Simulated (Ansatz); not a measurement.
**Zn3Pd (I4/mmm)**

These are results of DFT r2SCAN, scalar-relativistic, plane waves, PAW in Ansatz 0.2.0, not measurements.

Cutoff 500 eV; k points 16×16×16 on the computed 4-atom cell (Γ-centred); Gaussian smearing, width 0.10 eV; no spin polarisation.

The structure is relaxed at this level of theory with its symmetry kept. Whether it is the stable form of this composition wasn't checked.

```
CELL_PARAMETERS angstrom
-1.85476 1.85476 4.03238
1.85476 -1.85476 4.03238
1.85476 1.85476 -4.03238
ATOMIC_POSITIONS crystal
Zn 0.75000 0.25000 0.50000
Zn 0.25000 0.75000 0.50000
Zn 0.50000 0.50000 0.00000
Pd 0.00000 0.00000 0.00000
```

```
Space group                                                       : I4/mmm (No. 139)
Volume per atom                                                   : 13.87 Å³
Formation energy from the elements' standard states (uncorrected) : -0.377 eV/atom
Generalised Kohn–Sham band gap                                    : none (metal)
Density of states at the Fermi level                              : 0.82 states/eV per cell
Bulk modulus                                                      : 131 GPa
Its pressure derivative                                           : 5.1
Bader charges (e)                                                 : Zn (2 in the cell) 0.19, Zn (1 in the cell) 0.30, Pd (1 in the cell) -0.68
```

Cost: 6 runs of about 10 core-minutes in all, on AMD EPYC 9R45 (Zen 5) (shared hosts).